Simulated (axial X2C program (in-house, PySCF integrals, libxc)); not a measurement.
## AlH: nuclear properties from DFT to coupled cluster

Computed with an in-house all-electron X2C program for linear molecules (integrals from PySCF): two-component X2C with atomic mean-field Coulomb and Gaunt terms, Gaussian nuclei, basis Al dyall-av3z, H dyall-av3z with contracted cores.

R = 1.669 Å (near the PBE0 minimum at charge 0 of the determinant lowest at the starting distance; the state shown can have its own minimum elsewhere); state Ω = 0 (closed shell).

| level | qzz Al (a.u.) | qzz H (a.u.) | μ (D) |
| --- | --- | --- | --- |
| PBE0 | -1.51 | 0.08 | -0.13 |
| HF | -1.48 | 0.08 | 0.00 |
| B3LYP | -1.52 | 0.07 | -0.28 |

qzz is the electric field gradient, eQq0 = 234.96 MHz × Q/barn × qzz; μ is positive if the H end (last atom) is positive. The operators were transformed with the bare-nucleus X2C matrices; with these basis sets, hyperfine constants and field gradients can be off by tens of per cent, and where levels differ in sign neither size nor sign is settled.

Finite-field MP2, CCSD and CCSD(T), with 12 electrons correlated in 90 natural virtual spinors (MP2 remainder added):

| level | qzz Al (a.u.) | qzz H (a.u.) | μ (D) |
| --- | --- | --- | --- |
| MP2 | -1.45 | 0.08 | -0.19 |
| CCSD | -1.40 | 0.08 | -0.20 |
| CCSD(T) | -1.39 | 0.08 | -0.21 |

T1 = 0.009 (Lee–Taylor). One unrestricted determinant, the lowest of a limited PBE0 search, is the reference; the functionals treat spin collinearly. Correlation of the inner shells is missing, which matters for properties at the nucleus. Number of frozen shells: Al 1 s; H none.

By how much does correlation change each value, CCSD(T) against HF?

qzz Al -6 %; qzz H 0 %.
